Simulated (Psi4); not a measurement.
# singlet [SiH3]+ at 6 levels

Wanted: a comparison of 6 runs (B3LYP/6-31G*, B2PLYP/cc-pVTZ, M06-2X/cc-pVTZ, TPSSh/cc-pVTZ, OMP2/cc-pVTZ) of singlet [SiH3]+. 

Program for the calculation: Psi4 1.11.

1 further run of the same task is left out (set aside as unsound or not needed).

## (1) The structure to begin with

[SiH3]+: 4 atoms, total charge +1, spin state singlet. As SMILES of the parent species, `[SiH3]`. The shape is that of a PBE0-D4/def2-TZVP optimisation. That shape belongs to the parent species and isn't relaxed for this state.

Bond lengths: Si1–H2 1.486 Å, Si1–H3 1.486 Å, Si1–H4 1.486 Å. Angles: H2–Si1–H3 111.2°, H2–Si1–H4 111.2°, H3–Si1–H4 111.2°.

## (2) A single-point energy at B3LYP/6-31G(d) (spherical functions) (run 1)

h3si.dat

```
memory 2200 mb

molecule {
  1 1
  Si     0.55516374    -0.05083363    -0.30997178
  H      1.05664036     1.25723479     2.12386319
  H     -0.42337424    -2.64873462     0.11362923
  H     -1.18842986     1.44233346    -1.92750175
  units au
  symmetry c1
  no_reorient
  no_com
}

set basis 6-31G*
set reference rks
set puream true
set e_convergence 1e-09
set d_convergence 1e-08
set scf_type pk
set dft_radial_points 99
set dft_spherical_points 590

e, wfn = energy("b3lyp", return_wfn=True)
oeprop(wfn, "LOWDIN_CHARGES", "MULLIKEN_CHARGES", "DIPOLE", title="B3LYP")
print_variables()
```

The run is started by

```
psi4 -i h3si.dat -o h3si.out -n 1
```

h3si.out:

```text
[...]
  Running in c1 symmetry.
[...]
  Nuclear repulsion =   15.603296027937278
[...]
  Multiplicity = 1
[...]
  Nalpha       = 8
  Nbeta        = 8
[...]
    Number of basis functions: 24
[...]
   @RKS iter   1:  -290.89321873139420   -2.94296e-02   4.40873e-03 ADIIS/DIIS
[...]
   @RKS iter   7:  -290.90453430762898   -1.28466e-11   7.54276e-09 DIIS
[...]
    Orbital Energies [Eh]
    ---------------------
    Doubly Occupied:
       1A    -66.466918     2A     -5.625809     3A     -3.990596
       4A     -3.979240     5A     -3.979240     6A     -0.820365
       7A     -0.632855     8A     -0.632854
[...]
  @RKS Final Energy:  -290.90453430762898
   => Energetics <=
    Nuclear Repulsion Energy =             15.6032960279372777
    One-Electron Energy =                -428.2814637121928740
    Two-Electron Energy =                 139.2759084682121511
    DFT Exchange-Correlation Energy =     -17.5022750915855738
    Empirical Dispersion Energy =           0.0000000000000000
    VV10 Nonlocal Energy =                  0.0000000000000000
    Total Energy =                       -290.9045343076289782
[...]
 Multipole Moments:
 ------------------------------------------------------------------------------------
     Multipole            Electronic (a.u.)      Nuclear  (a.u.)        Total (a.u.)
 ------------------------------------------------------------------------------------
 L = 1.  Multiply by 2.5417464519 to convert [e a0] to [Debye]
 Dipole X            :         -6.4250981            7.2171286            0.7920305
 Dipole Y            :          0.5883145           -0.6608372           -0.0725227
 Dipole Z            :          3.5873856           -4.0296142           -0.4422286
 Magnitude           :                                                    0.9100209
[...]
```

Wall time 7.2 s (1 thread of Intel Xeon at 2.50GHz (Skylake/Cascade Lake), shared host); peak memory 0.37 GiB.

## (3) A single-point energy at B3LYP/6-31G(d) (Cartesian functions) (run 2)

job.in

```
memory 2200 mb

molecule {
  1 1
  Si     0.293780    -0.026900    -0.164030
  H      0.559150     0.665300     1.123900
  H     -0.224040    -1.401650     0.060130
  H     -0.628890     0.763250    -1.019990
  symmetry c1
}

set globals {
  puream               false
  e_convergence        1e-09
  d_convergence        1e-08
  scf_type             pk
  dft_radial_points    99
  dft_spherical_points 590
}

result, w = energy('b3lyp/6-31G*', return_wfn=True)
oeprop(w, 'MAYER_INDICES', 'MULLIKEN_CHARGES', 'LOWDIN_CHARGES')
```

The run is started by

```
psi4 job.in job.out -n 1
```

job.out:

```text
[...]
  Running in c1 symmetry.
[...]
  Nuclear repulsion =   15.603296005737015
[...]
  Multiplicity = 1
[...]
  Nalpha       = 8
  Nbeta        = 8
[...]
    Number of basis functions: 25
[...]
   @RKS iter   1:  -290.89493588611100   -2.95555e-02   4.32827e-03 ADIIS/DIIS
[...]
   @RKS iter   8:  -290.90624193703832   -1.13687e-13   2.61192e-10 DIIS
[...]
    Orbital Energies [Eh]
    ---------------------
    Doubly Occupied:
       1A    -66.480769     2A     -5.628771     3A     -3.994098
       4A     -3.982742     5A     -3.982742     6A     -0.820378
       7A     -0.632868     8A     -0.632866
[...]
  @RKS Final Energy:  -290.90624193703832
   => Energetics <=
    Nuclear Repulsion Energy =             15.6032960057370147
    One-Electron Energy =                -428.2369476127629468
    Two-Electron Energy =                 139.2200495236424729
    DFT Exchange-Correlation Energy =     -17.4926398536548788
    Empirical Dispersion Energy =           0.0000000000000000
    VV10 Nonlocal Energy =                  0.0000000000000000
    Total Energy =                       -290.9062419370383168
[...]
 Multipole Moments:
 ------------------------------------------------------------------------------------
     Multipole            Electronic (a.u.)      Nuclear  (a.u.)        Total (a.u.)
 ------------------------------------------------------------------------------------
 L = 1.  Multiply by 2.5417464519 to convert [e a0] to [Debye]
 Dipole X            :          1.3022047           -0.9933632            0.3088415
 Dipole Y            :         -0.1192369            0.0909574           -0.0282795
 Dipole Z            :         -0.7270898            0.5546458           -0.1724440
 Magnitude           :                                                    0.3548517
[...]
```

It took 8.1 s on 1 thread of Intel Xeon at 2.50GHz (Skylake/Cascade Lake), shared host; peak memory 0.38 GiB.

Runs 3 to 5 aren't shown in full; the table further down has their settings and results.

## (4) The energy at OMP2/cc-pVTZ (density fitting for correlation) (run 6)

run.py

```python
import psi4

psi4.set_memory(2200000000)
psi4.set_num_threads(1)
psi4.set_output_file('psi4.out', False)

m = psi4.geometry("""
1 1
Si
H 1 1.486044
H 1 1.486043 2 111.24813
H 1 1.486043 3 111.24925 2 -124.63993
symmetry c1
""")

psi4.set_options({
    'basis': 'cc-pVTZ',
    'puream': True,
    'e_convergence': 1e-09,
    'd_convergence': 1e-08,
    'scf_type': 'pk',
    'num_frozen_docc': 5,
})

result, w = psi4.energy("omp2", return_wfn=True)
print('E =', round(result, 9))
```

The run is started by

```
python run.py
```

psi4.out:

```text
[...]
  Running in c1 symmetry.
[...]
  Nuclear repulsion =   15.603294462605398
[...]
  Multiplicity = 1
[...]
  Nalpha       = 8
  Nbeta        = 8
[...]
    Number of basis functions: 76
[...]
   @RHF iter   1:  -290.29180128469579   -1.84987e-01   2.46545e-03 DIIS/ADIIS
[...]
   @RHF iter   9:  -290.33036540740756   -1.53477e-12   1.94760e-09 DIIS
[...]
    Orbital Energies [Eh]
    ---------------------
    Doubly Occupied:
       1A    -69.127066     2A     -6.470228     3A     -4.575928
       4A     -4.573208     5A     -4.573208     6A     -0.982663
       7A     -0.758313     8A     -0.758311
[...]
  @RHF Final Energy:  -290.33036540740756
   => Energetics <=
    Nuclear Repulsion Energy =             15.6032944626053975
    One-Electron Energy =                -428.2294715470452502
    Two-Electron Energy =                 122.2958116770323045
    Total Energy =                       -290.3303654074075553
[...]
 Multipole Moments:
 ------------------------------------------------------------------------------------
     Multipole            Electronic (a.u.)      Nuclear  (a.u.)        Total (a.u.)
 ------------------------------------------------------------------------------------
 L = 1.  Multiply by 2.5417464519 to convert [e a0] to [Debye]
 Dipole X            :         -1.3299050            0.9632563           -0.3666488
 Dipole Y            :         -0.6976211            0.5052899           -0.1923313
 Dipole Z            :         -0.4772607            0.3456811           -0.1315796
 Magnitude           :                                                    0.4344374
[...]
	DF-MP2 Total Energy (a.u.)         :  -290.43559262182742
[...]
	DF-MP2 Total Energy (a.u.)         :  -290.43627966589702
[...]
	DF-OMP2 Total Energy (a.u.)        :  -290.43627966589708
[...]
```

The script printed:

```text
E = -290.436279666
```

It took 19 s on 1 thread of Intel Xeon at 2.50GHz (Skylake/Cascade Lake), shared host; peak memory 0.44 GiB.

## (5) All runs side by side

| run | level | Cartesian functions | frozen core orbitals | energy (Eh) | HOMO energy (eV) | LUMO energy (eV) | HOMO–LUMO gap (eV) | wall time |
| --- | --- | --- | --- | --- | --- | --- | --- | --- |
| 1 | B3LYP/6-31G* (spherical functions) | no | 0 | -290.904534 | -17.22 | -11.57 | 5.65 | 7.2 s |
| 2 | B3LYP/6-31G* (Cartesian functions) | yes | 0 | -290.906242 | -17.22 | -11.57 | 5.65 | 8.1 s |
| 3 | B2PLYP/cc-pVTZ (density fitting for correlation) | no | 5 | -290.789366 | -18.59 | -9.96 | 8.63 | 15 s |
| 4 | M06-2X/cc-pVTZ | no | 0 | -290.884916 | -18.58 | -10.38 | 8.20 | 36 s |
| 5 | TPSSh/cc-pVTZ | no | 0 | -290.936155 | -16.80 | -11.67 | 5.14 | 32 s |
| 6 | OMP2/cc-pVTZ (density fitting for correlation) | no | 5 | -290.436280 | -20.63 | -7.71 | 12.93 | 19 s |

## (6) Outcome

```
                                          quantity          value
                               run 6: total energy  -290.43628 Eh
        run 6: HOMO energy (Hartree–Fock orbitals)      -20.63 eV
        run 6: LUMO energy (Hartree–Fock orbitals)       -7.71 eV
      run 6: HOMO–LUMO gap (Hartree–Fock orbitals)       12.93 eV
run 6: correlation energy (5 core orbitals frozen)     -105.9 mEh
```

What this shows: Over runs 1, 2, 3, 4, 5 the HOMO–LUMO gap runs from 5.14 eV (TPSSh/cc-pVTZ) to 8.63 eV (B2PLYP/cc-pVTZ). A double hybrid's value is that of its SCF part. Totals of different functionals can't be ranked against each other. All runs together took 2 min, the longest 36 s.
